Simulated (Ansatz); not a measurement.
Molecule (SMILES): ClCl (Cl2).
Atoms: Cl1, Cl2. Bonds: Cl1-Cl2.

Basis-set convergence of the highest harmonic wavenumber at MP2 with Ansatz (a program for electronic structure). Each level at its own minimum, finite differences of forces, unscaled; the reference is a large set that could be run, not a limit. Cartesian d functions, on some or all atoms, in 6-31G*, 6-311G**, 6-311+G**; all else is spherical. Cores are frozen. No added dispersion term, no relativity. Reference: the value in def2-QZVPP, 582 cm⁻¹, itself unsure by roughly 5 cm⁻¹ (its mean distance from cc-pV(Q+d)Z, aug-cc-pV(T+d)Z, def2-TZVPPD). Deviations are taken from unrounded values. Cost is core time over that of def2-TZVP, rough, on shared machines of one kind; a dash marks a row that isn't timed (too short, read off another run, short of memory, by another algorithm or on other hardware).

```csv
basis,functions,highest harmonic wavenumber (cm⁻¹),minus reference (cm⁻¹),cost
def2-SVP,36,522,-59,-
6-31G*,38,544,-38,-
6-311G**,54,546,-36,0.6×
6-311+G**,62,549,-33,0.8×
pcseg-2,68,584,2,0.9×
def2-TZVP,74,573,-9,1×
cc-pV(T+d)Z,78,576,-5,1×
def2-TZVPP,84,574,-8,2×
"6-311++G(3df,3pd)",94,574,-8,2×
jun-cc-pV(T+d)Z,96,577,-5,2×
def2-TZVPPD,102,575,-6,2×
cc-pV(Q+d)Z,128,581,-1,5×
def2-QZVPP,140,582,0,5×
```

The smallest set listed that lies within 20 cm⁻¹ of the reference with all its larger relatives (same family, alike in diffuse functions; a set with none counts only in the reference's own line) is def2-TZVP (74 functions, 1× in cost, -9 cm⁻¹ off). Inside, with no larger relative to test it: pcseg-2, 6-311++G(3df,3pd), def2-TZVPPD. (Relatives not listed, tested too: aug-cc-pV(T+d)Z -9 cm⁻¹.)
